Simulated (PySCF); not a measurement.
Triphosphine, P3H5.
Atom-mapped SMILES: `[PH2:1][PH:2][PH2:3]` (hydrogens: H4, H5 on P1; H6 on P2; H7, H8 on P3)

All values: PBE0/pcSseg-1 and CAM-B3LYP/def2-SVPD (PySCF, non-relativistic), on one gas-phase PBE0-D3(BJ)/def2-SVP geometry that isn't relaxed in the solvent. The solvent is an IEF-PCM continuum (cavity from Bondi-type radii × 1.2). Only the electrostatic response of the medium enters.

Gas phase at PBE0/pcSseg-1: HOMO -6.68 eV, LUMO -0.42 eV, dipole 0.87 D.

What does the continuum do to the energy, the frontier levels and the dipole at PBE0/pcSseg-1 in dichloromethane and dimethylsulfoxide?

```tsv
solvent	ε	E(solvent) − E(gas) (kJ/mol)	polarisation term (kJ/mol)	distortion of the solute (kJ/mol)	HOMO (eV)	LUMO (eV)	dipole (D)
dichloromethane	8.93	-13.75	-15.35	1.60	-6.58	-0.23	1.17
dimethylsulfoxide	46.83	-16.33	-18.63	2.30	-6.58	-0.22	1.25
```

The polarisation term is half the interaction of the solute with the surface charges that it induces; the rest is the cost of distorting the solute's density. The sum is the electrostatic part of solvation alone. From dichloromethane to dimethylsulfoxide the lowering changes by a factor 1.19, Onsager's factor (ε − 1)/(2ε + 1) by 1.15 and ε itself by 5.2.

Which IAO charges (PBE0/pcSseg-1) respond most in dichloromethane (means over atoms taken as equivalent)?

| atoms | environment | gas (e) | solvent (e) | change |
| --- | --- | --- | --- | --- |
| P1/P3 | three-coordinate phosphorus | +0.011 | -0.013 | -0.024 |
| H6 | P–H hydrogen | -0.005 | +0.006 | +0.011 |
| H4/H5/H7/H8 | P–H hydrogen | -0.003 | +0.008 | +0.011 |
| P2 | three-coordinate phosphorus | -0.003 | -0.014 | -0.011 |

Gas phase at CAM-B3LYP/def2-SVPD: HOMO -7.78 eV, LUMO 0.54 eV, dipole 0.60 D.

What does the continuum do to the energy, the frontier levels and the dipole at CAM-B3LYP/def2-SVPD in dichloromethane?

```json
{"solvent": "dichloromethane", "ε": "8.93", "E(solvent) − E(gas) (kJ/mol)": "-9.70", "polarisation term (kJ/mol)": "-11.29", "distortion of the solute (kJ/mol)": "1.59", "HOMO (eV)": "-7.69", "LUMO (eV)": "0.71", "dipole (D)": "0.89"}
```

How does the static polarisability (CAM-B3LYP/def2-SVPD, frozen core, with the continuum's full static response) change?

| medium | isotropic (au) | principal values (au) | ⟨r²⟩ of the electrons (bohr²) |
| --- | --- | --- | --- |
| gas | 84.7 | 67.1, 80.4, 106.5 | 574.6 |
| dichloromethane | 123.2 | 98.4, 120.1, 151.3 | 574.7 |

The isotropic value in dichloromethane is 1.46 times the gas-phase one; no cavity-field correction is applied. ⟨r²⟩ is taken about the centre of nuclear charge.

On an Intel Xeon Platinum 8488C with one thread, shared host, this took 4.2 s and 0.59 GiB of memory at its peak. This is the whole shielding run at PBE0/pcSseg-1 in dimethylsulfoxide, SCF included.

The values belong to the conformer `[PH2:1][PH:2][PH2:3]`: H–P1–P2–P3 87°, H–P1–P2–P3 180°, H–P3–P2–P1 -88°, H–P3–P2–P1 180°.
